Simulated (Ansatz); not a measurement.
CsCl-type TlBr, treated with Hartree–Fock (Ansatz, an electronic-structure program, plane waves, PAW).

Run with plane-wave cutoff 460 eV, 6×6×6 k mesh, Fermi–Dirac smearing 0.01 eV, scalar-relativistic PAW data made under PBE.

The cell has the measured lattice: a = 3.9800 Å, b = 3.9800 Å, c = 3.9800 Å, α = 90.00°, β = 90.00°, γ = 90.00°.

What does this level give for the band gap and Γ–Γ gap?


band gap: 7.70 eV (on the SCF k mesh)
Γ–Γ gap: 16.16 eV

Measured, for comparison: band gap 2.68 eV (temperature not stated, no zero-point or thermal correction, detector crystals, literature values; as tabulated in Piasecki et al. (2022), doi:10.1039/d1ma01259b).

Note: cell and atoms aren't relaxed at this level (pressure 5.9 GPa).

Spin–orbit coupling is not included; with these elements it can move the gap by several tenths of an eV or more.

The computed numbers hold no vibrational or temperature effects.

The result took very roughly 2.0 core-minutes.
